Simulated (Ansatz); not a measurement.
Input file:

```yaml
crystal:
  periodic: [false, false, false]
  atoms:
    - {symbol: Ga, position_ang: [0.000000, 0.000000, 2.724918]}
    - {symbol: Be, position_ang: [0.000000, 0.000000, -0.495181]}
    - {symbol: H, position_ang: [0.000000, 0.000000, -2.229737]}
basis:
  gaussian: {orbitals: cc-pVDZ}
magnetization: {spin_polarized: true, initial_magnetization: 0}
correlation: {method: ccsdt_q_b, electrons: outside_noble_gas, diis_vectors: 12}
scf: {lower_state_search: full}
output: {forces: true}
```

```sh
$ ansatz run in.yaml --threads 1 --pin off --events-out ev --progress --plain --max-ram 2393MiB
```

Task: Roughly how long does this take on 1 thread of Arm Neoverse V1, shared host, and how much host memory?

Result: 42 s wall and 0.47 GiB.

```
849 factors; integrals over basis functions are off by at most 2.4e-7 eV
mean field evaluation 1: about -52743.1823 eV, gradient 7.8e0 eV
mean field evaluation 2: about -52743.2117 eV, gradient 7.8e0 eV
mean field evaluation 4: about -52744.8112 eV, gradient 1.0e0 eV
mean field evaluation 8: about -52744.8415 eV, gradient 2.3e-3 eV
mean field evaluation 16: about -52744.8381 eV, gradient 4.2e-1 eV
mean field evaluation 32: about -52744.8447 eV, gradient 7.2e-3 eV
mean field evaluation 64: about -52744.8447 eV, gradient 3.4e-8 eV
mean field evaluation 96: about -52743.3749 eV, gradient 5.7e0 eV
mean field evaluation 128: about -52744.8446 eV, gradient 9.0e-3 eV
mean field evaluation 160: about -52743.6230 eV, gradient 4.2e0 eV
...
cycle   8  -3.13962621 eV  change   -5.1e-4 eV  update   2.7e-4
cycle   9  -3.13961764 eV  change    8.6e-6 eV  update   1.4e-4
cycle  10  -3.13951566 eV  change    1.0e-4 eV  update   7.4e-5
cycle  11  -3.13950787 eV  change    7.8e-6 eV  update   4.2e-5
cycle  12  -3.13952960 eV  change   -2.2e-5 eV  update   2.3e-5
cycle  13  -3.13953111 eV  change   -1.5e-6 eV  update   1.1e-5
cycle  14  -3.13952293 eV  change    8.2e-6 eV  update   4.6e-6
cycle  15  -3.13952298 eV  change   -5.1e-8 eV  update   1.9e-6
cycle  16  -3.13952292 eV  change    6.8e-8 eV  update   8.3e-7
cycle  17  -3.13952355 eV  change   -6.4e-7 eV  update   3.6e-7
perturbative correction -0.00487901 eV, -0.0001793003 hartree
the calculation of the forces begins
Total energy: -52747.98594780 eV, -1938.4527297126 hartree
Atom 0 at     0.000000     0.000000     2.724918 Å, force    -0.000000     0.000000    -1.112580 eV/Å
Atom 1 at     0.000000     0.000000    -0.495181 Å, force     0.000000    -0.000000    -1.263207 eV/Å
Atom 2 at     0.000000     0.000000    -2.229737 Å, force    -0.000000    -0.000000     2.375787 eV/Å
Dipole moment:    -0.000000    -0.000000     0.728006 e Å
```

Forces (eV/Å):
```
Ga   0.000  0.000 -1.113
Be   0.000  0.000 -1.263
H    0.000  0.000  2.376
```
